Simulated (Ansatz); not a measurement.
Tetradymite Bi2Se3 was calculated with rVV10 in Ansatz (plane waves, PAW).

The input as run:

Ansatz 0.2 input:
```yaml
crystal:
  lattice:
    - [9.8669035494, -2.143877052, -0.0122248222]
    - [9.8669035494, 2.143877052, -0.0122248222]
    - [9.4056478081, 0.0, 3.6723198693]
  atoms:
    - { symbol: Bi, position: [0.4009896197, 0.4009896197, 0.4009896197] }
    - { symbol: Bi, position: [0.5990103803, 0.5990103803, 0.5990103803] }
    - { symbol: Se, position: [0.0, 0.0, 0.0] }
    - { symbol: Se, position: [0.2110768963, 0.2110768963, 0.2110768963] }
    - { symbol: Se, position: [0.7889231037, 0.7889231037, 0.7889231037] }
basis:
  ecutwfc: 520
  ecutrho_ratio: 4
  xc_grid: 2
kpoints:
  mp_grid: { grid: [10, 10, 10] }
hamiltonian:
  xc: { exchange: rpw86, correlation: pbe }
  dispersion: rvv10
  pseudopotentials: { kind: paw }
scf:
  occupations: { method: fermi_dirac, width: 0.01 }
output:
  forces: true
  stress: true
  eigenvalues: true
relax:
  f_tol: 0.004
  escape_saddle: false
  max_steps: 80
  cell: { stress_tol: 0.02, fix: [volume] }
```

From the output:

```
Relaxation: its limit of steps is 80 (relax.max_steps)
Crystal: 5 atoms, lattice volume = 155.857 Å³
Basis set: ecut = 520 eV, 4159 PW (Γ), FFT grids on a1−a3, a2−a3, a3, exchange–correlation on 64×64×160 points (8 copies of the dense FFT grid, shifted against one another)
Bands: 47, of which v1, the nominal top of the filled ones, is band 39 counted from 1 (38 counted from 0)
Symmetry: 12 space group operations
Space group: R-3m (ITA 166), of the structure as read, at distance tolerance 5.4e-5 Å
k-points: 116 of 1000
Functional: x = rpw86, c = pbe(β = 0.06672455060314922) + rvv10(b = 6.3, C = 0.0093)
SCF iter   1: F=—  HF=-41447.731564 eV  |F-HF|=—  |Δ(HF+E_count)|=         —  Δρ=4.31e-3  dr2=1.94e-2
SCF iter   2: F=—  HF=-41447.724486 eV  |F-HF|=—  |Δ(HF+E_count)|=   7.08e-3  Δρ=1.99e-3  dr2=4.63e-3
  ...
SCF 1 converged in 8 iterations: F = -41447.725006 eV  dr2 = 7.62e-9
Crystal: 5 atoms, lattice volume = 155.857 Å³
Initial density: handed on by an earlier stage of this run
SCF 2 converged in 7 iterations: F = -41447.735954 eV  dr2 = 5.07e-8
Crystal: 5 atoms, lattice volume = 155.857 Å³
Basis set: ecut = 520 eV, 4147 PW (Γ), FFT grids on a1−a3, a2−a3, a3, exchange–correlation on 64×64×160 points (8 copies of the dense FFT grid, shifted against one another)
SCF 3 converged in 6 iterations: F = -41447.740647 eV  dr2 = 5.17e-8
Crystal: 5 atoms, lattice volume = 155.857 Å³
SCF 4 converged in 6 iterations: F = -41447.741479 eV  dr2 = 8.78e-9
Crystal: 5 atoms, lattice volume = 155.857 Å³
SCF 5 converged in 6 iterations: F = -41447.741517 eV  dr2 = 1.19e-9
Crystal: 5 atoms, lattice volume = 155.857 Å³
SCF iter   6: F=—  HF=-41447.741530 eV  |F-HF|=—  |Δ(HF+E_count)|=  2.55e-10  Δρ=7.49e-8  dr2=8.17e-12
SCF iter   7: F=-41447.741530 eV  HF=-41447.741530 eV  |F-HF|=7.28e-12  |Δ(HF+E_count)|=  1.46e-11  Δρ=3.20e-8  dr2=1.25e-12
SCF 6 converged in 7 iterations: F = -41447.741530 eV  dr2 = 1.25e-12
SCF converged after 7 iterations
Free energy (F): -41447.741530 eV
Internal energy: -41447.741530 eV  (E = F + TS)
E sigma→0 (E₀):  -41447.741530 eV
Fermi energy:    7.724285 eV
--- Forces (eV/Å), atoms counted from 1 ---
  atom   1  Bi     0.00057878     0.00000000     0.00007246
  atom   2  Bi    -0.00057878    -0.00000000    -0.00007246
  atom   3  Se     0.00000000     0.00000000    -0.00000000
  atom   4  Se     0.00151062     0.00000000     0.00018911
  atom   5  Se    -0.00151062    -0.00000000    -0.00018911
--- Stress (GPa, compression-positive) ---
       -1.152673      -0.000000       0.000320
       -0.000000      -1.155230       0.000000
        0.000320       0.000000      -1.155190
  P = ⅓ Tr σ = -1.1544 GPa (-11.544 kbar)
```

The cell is one volume of an energy–volume scan, off the minimum.

The PAW data were made under PBE.

Ansatz is an electronic-structure program.
